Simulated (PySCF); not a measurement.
Gas-phase reaction: AlH3 + C3H6 (propylene) → Al(CH3)3

Method: PySCF energies plus ideal-gas RRHO corrections (1 bar). † marks an energy on the PBE0/def2-TZVP geometry and frequencies; other levels use their own. MP2 and CCSD(T) freeze the core. 6-31G* has spherical d functions here. All species are closed-shell singlets. B3LYP is the form with VWN-RPA correlation. AlH3: computed as isolated molecules; such fragments, hydroxides, amides, oligomers or adducts are transient or little studied in the gas. MP2 isn't extrapolated to the basis-set limit. CCSD(T) isn't extrapolated to the basis-set limit.

```json
[
 {"level": "B3LYP/6-31G*", "ΔH°(298 K), kJ": "-183"},
 {"level": "BLYP/def2-TZVP†", "ΔH°(298 K), kJ": "___"},
 {"level": "CCSD(T)/def2-SVP†", "ΔH°(298 K), kJ": "-176"},
 {"level": "HF/6-31G*", "ΔH°(298 K), kJ": "-158"},
 {"level": "MP2/def2-SVP†", "ΔH°(298 K), kJ": "___"},
 {"level": "PBE/def2-SVP", "ΔH°(298 K), kJ": "___"},
 {"level": "PBE0/def2-SVP†", "ΔH°(298 K), kJ": "-213"},
 {"level": "LDA/def2-TZVP†", "ΔH°(298 K), kJ": "___"}
]
```

Q: Some entries are withheld; supply them.

A: 
- BLYP/def2-TZVP†, ΔH°(298 K), kJ: -180
- MP2/def2-SVP†, ΔH°(298 K), kJ: -195
- PBE/def2-SVP, ΔH°(298 K), kJ: -203
- LDA/def2-TZVP†, ΔH°(298 K), kJ: -241
